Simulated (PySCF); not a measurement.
Geometry:
```tsv
atom	x (Å)	y (Å)	z (Å)
C1	-2.271	0.012	0.411
C2	-1.075	-0.482	-0.392
C3	0.226	0.129	0.114
O4	1.296	-0.359	-0.665
C5	2.538	0.153	-0.267
H6	-3.189	-0.435	0.038
H7	-2.359	1.094	0.337
H8	-2.161	-0.251	1.461
H9	-1.194	-0.223	-1.444
H10	-0.997	-1.569	-0.325
H11	0.383	-0.135	1.173
H12	0.182	1.228	0.045
H13	3.284	-0.285	-0.926
H14	2.766	-0.117	0.773
H15	2.567	1.247	-0.356
```

A single conformation, fast rotation and ring inversion assumed for equivalent nuclei, non-relativistic, no solvent. Coordinates at the GFN2-xTB level; GIAO PBE0/pcSseg-1 shieldings; PySCF 2.14.

**Question.** List the cross peaks expected in HSQC, COSY and HMBC spectra.

**Answer.** 

HSQC (one-bond C–H):
```csv
δH,δC
3.52 (H13/H14/H15),61.6 (C5)
3.25 (H11/H12),80.6 (C3)
1.68 (H9/H10),27.7 (C2)
0.91 (H6/H7/H8),11.7 (C1)
```

COSY cross peaks (H two or three bonds apart, from the bond graph; peaks can be absent where the dihedral angle is near 90°):
```csv
δH,δH
3.25 (H11/H12),1.68 (H9/H10)
1.68 (H9/H10),0.91 (H6/H7/H8)
```

HMBC (two and three bonds, from the bond graph):
```csv
δH,δC
3.52 (H13/H14/H15),80.6 (C3)
3.25 (H11/H12),"61.6 (C5), 27.7 (C2), 11.7 (C1)"
1.68 (H9/H10),"80.6 (C3), 11.7 (C1)"
0.91 (H6/H7/H8),"80.6 (C3), 27.7 (C2)"
```

δ = σ(ref) − σ, references computed at the same level: 1H (31.72 ppm), 13C (186.93 ppm) against TMS.

Short H···H contacts in this conformer between protons four or more bonds apart (candidates for NOE cross peaks, intensity ∝ r⁻⁶): H11···H14 2.42 Å, H7···H12 2.56 Å.

Shifts are as computed. Against solution values, carbons near 30 ppm lie about +3 ppm off and those near 130 ppm about +5 ppm. Of 246 compounds with measured shifts, 49 miss one by over three times the rms of a fit or turn the order of signals round; such compounds aren't used in these exercises.
